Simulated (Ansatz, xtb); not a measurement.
Species: C₄H₅, charge 0, multiplicity 2. It need not be the lowest isomer of its formula. SMILES: C=C1[CH]C1
Coordinates optimised at B3LYP-D3(BJ)/def2-TZVP (Ansatz, a quantum-chemistry and plane-wave program):
```xyz
9

C     -0.0053    -0.0782     0.2567
C      0.2143    -0.7195    -0.9044
C     -0.0642     0.7377    -1.0065
C     -0.1166    -0.0650     1.6084
H      0.4355    -1.6249    -1.4394
H      0.7505     1.4246    -1.2346
H     -1.0319     1.0739    -1.3780
H      0.0155    -0.9720     2.1842
H     -0.3393     0.8482     2.1424
```
Charge 0, spin multiplicity 2.

Harmonic wavenumbers from GFN2-xTB (xtb, at its own minimum), cm⁻¹: 300, 339, 352, 538, 763, 798, 897, 942, 980, 999, 1038, 1156, 1223, 1417, 1451, 1740, 2971, 2996, 3100, 3127, 3244.

**Question.** Give the harmonic wavenumbers at B3LYP-D3(BJ)/def2-TZVP (Ansatz, finite differences of forces, unscaled).

**Answer.** 312, 351, 439, 559, 727, 804, 899, 984, 1034, 1036, 1075, 1119, 1194, 1461, 1496, 1605, 3038, 3097, 3144, 3236, 3272 cm⁻¹. Zero-point energy 44.1 kcal/mol.

**Question.** From these and the geometry, give the ideal-gas thermochemistry at 298.15 K and 1 atm (rigid rotor, harmonic oscillator).

**Answer.** Point group Cs, rotational symmetry number 1. Rotational constants 22.42, 7.109, 5.598 GHz. S(trans) 37.83, S(rot) 23.40, S(vib) 4.95, S(elec, spin only) 1.38, S 67.6 cal/(mol K). H(298) - H(0) 3.40 kcal/mol; G - E(el) 27.4 kcal/mol.
